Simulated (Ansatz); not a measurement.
CCSD(T) against full CI for several species

Each species is computed at the geometry given (Å), with frozen cores, in Ansatz 0.2.0: RHF-CCSD(T) for singlets, UHF-CCSD(T) otherwise, and full CI in the same basis. The program picks the determinant by trial CCSD, so it needn't be the lowest Hartree–Fock solution. States: HCP Σ⁺ or Δ, SiC Π, BeLi⁻ Σ⁺ or Δ, BN⁺ Π. Cases whose determinant has another symmetry than full CI's state, or whose (Q) step broke down, weren't drawn.

Problem. Judging by size, spin and bonding and the diagnostics given, rank them by the size of CCSD(T)'s error in total energy against full CI in the same basis, smallest first (an estimate).
A. SiC, triplet, 6-31G: Si 0.000 0.000 0.000; C 0.000 0.000 2.304. T1 0.086, (T) -145 meV in a correlation energy of -2.68 eV
B. HCP, singlet, 6-31G: C 0.000 0.000 0.173; P 0.000 0.000 -1.568; H 0.000 0.000 1.395. T1 0.022, (T) -266 meV in a correlation energy of -5.74 eV
C. BeLi⁻, triplet, aug-cc-pVTZ: Li 0.000 0.000 0.000; Be 0.000 0.000 2.936. T1 0.034, (T) -54 meV in a correlation energy of -1.53 eV
D. BN⁺, doublet, cc-pVDZ: B 0.000 0.000 0.000; N 0.000 0.000 1.172. T1 0.136, (T) -179 meV in a correlation energy of -4.33 eV

Solution. C (24.3 meV), B (65.9 meV), A (126.9 meV), D (185.3 meV).

| species | basis | correlated electrons | CCSD(T) − full CI (meV) | CCSDT(Q) − full CI (meV) | unpaired electrons (full CI) | T1 | ⟨S²⟩ of the determinant |
| --- | --- | --- | --- | --- | --- | --- | --- |
| BeLi⁻, triplet | aug-cc-pVTZ | 4 | 24.3 | 0.3 | 2.11 | 0.034 | 2.03 |
| HCP, singlet | 6-31G | 10 | 65.9* | -2.4 | 0.35 | 0.022 | 0.00 |
| SiC, triplet | 6-31G | 8 | 126.9 | 1.4 | 2.68 | 0.086 | 2.91 |
| BN⁺, doublet | cc-pVDZ | 7 | 185.3* | -22.5 | 1.40 | 0.136 | 1.79 |

Unpaired electrons are Σ n²(2−n)² over natural occupations; an open shell counts its own unpaired electrons too. Frozen cores follow each run's orbitals, which moves totals by a few meV. An asterisk marks runs whose energy the program itself flagged as in doubt.
